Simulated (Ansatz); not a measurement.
Consider the atomization: `[SiH3]BCl` → B• + Cl• + 4 H• + Si•.

Gas-phase electronic energies from Ansatz, PBE0-D4/def2-TZVP geometries. CCSD(T)/CBS is extrapolated from def2-TZVPP and def2-QZVPP, frozen cores. DFT in def2-TZVPP. B3LYP here is the variant with VWN-RPA as its local correlation; programs differ in this. Open shells (•) are unrestricted, without spin–orbit coupling. Spin–orbit coupling would lower the free atoms: a little for B, Cl, Si.

```tsv
level	ΔE (eV)	difference from CCSD(T)/CBS
revPBE-D4	21.60	-0.27
PBE0-D4	21.87	0.00
B3LYP-D4	21.94	0.07
r2SCANh-D4	22.01	0.14
r2SCAN0-D4	21.90	0.03
CAM-B3LYP-D4	21.99	0.12
PBE0	21.76	-0.11
r2SCANh	21.97	0.10
MP2/def2-SVP	20.75	-1.12
CCSD/def2-SVP	20.56	-1.31
HF/def2-QZVPP	17.17	-4.70
MP2/def2-QZVPP	21.76	-0.11
CCSD/def2-QZVPP	21.42	-0.45
CCSD/CBS(def2)	21.61	-0.26
MP2/cc-pV(D+d)Z	20.42	-1.45
HF/cc-pV(Q+d)Z	17.17	-4.70
CCSD(T)/CBS	21.87	0
```

Question: What do rigid-rotor, harmonic-oscillator terms from PBE0-D4/def2-TZVP frequencies (298.15 K, 1 bar) make of the CCSD(T)/CBS value? (An estimate is asked.)

Answer: The calculation gave: ΔZPE = -1.02 eV, ΔH = +21.13 eV, ΔS = 639 J/(mol·K), ΔG = +19.15 eV. Open shells count their whole term as degenerate. Modes under 50 cm⁻¹ make the entropy rough.

Largest T1 diagnostic among the species: 0.014.

Leaving LDA and LC-ωPBE aside and taking each functional with its dispersion term where it has one, the values, not all of them listed here, spread over 0.60 eV, from revPBE-D4 to B97M-V. LDA lies +2.54 eV from PBE without D4, its usual overbinding. The D4 term adds +0.21 eV with B3LYP and +0.11 eV with PBE0; it sums over pairs of atoms, weighted by their polarisabilities, and B3LYP, whose exchange is more repulsive, gets the larger term.

CCSD(T)/CBS has its own doubt, a few kJ/mol and more with outer-core shells, so smaller differences from it don't rank the levels.
